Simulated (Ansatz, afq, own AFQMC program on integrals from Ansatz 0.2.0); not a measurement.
In, quartet in def2-TZVPP, levels against full CI

A free In atom.

Basis def2-TZVPP with its core potentials. Only valence electrons are correlated. Integrals, coupled cluster, full CI and functionals: Ansatz 0.2.0; the random walks run on the same integrals in our own AFQMC program. The CISD trial takes its coefficients from CCSD amplitudes. Released means that phaseless walkers are propagated on without the constraint, phases kept. Error bars are statistical, one sigma. No spin–orbit coupling.

Determinant: UHF, the one that the program's search chose, which needn't be the lowest solution.

Full CI on the same integrals is exact in this basis and with this determinant's frozen core.

Cautions: no spin-orbit coupling; inner d shell frozen; another spin lies lower (by 3.75 eV).

```
T1 diagnostic                               : 0.0036
weight of the determinant in the CISD state : 0.986
⟨S²⟩ of the determinant                     : 3.754
size of the correlated space                : 3 electrons in 41 orbitals
```

```
  level  correlation energy (eV)
    MP2                  -0.1891
   CCSD                  -0.2841
CCSD(T)                  -0.2862
```

**Question.** Estimate where AFQMC with the constraint released lies against CCSD(T) on the same integrals.

**Answer.** 0.7 ± 0.4 meV below CCSD(T).

Reference: full CI, correlation energy -0.287 eV. The released energy is read at 2.40 1/Eh (meV from the phaseless value at times in 1/Eh: -0.2 ± 0.3 at 0.24, -0.1 ± 0.3 at 0.51, -0.3 ± 0.3 at 0.99, 0.1 ± 0.3 at 1.62, -0.1 ± 0.4 at 2.40).

| level | E − E(reference) (meV) | share of correlation (%) |
| --- | --- | --- |
| CCSD(T) | 0.9 | 99.69 |
| ph-AFQMC/CISD | 0.3 ± 0.3 | 99.90 |
| released AFQMC | 0.2 ± 0.4 | 99.94 |

A walk keeps the symmetry of its determinant, which the program's search chose and which needn't be the lowest solution, so a lower state of the same spin and another symmetry isn't excluded. Released energies are given only where the last usable release times agree within the noise; a slower fall can still hide under it.
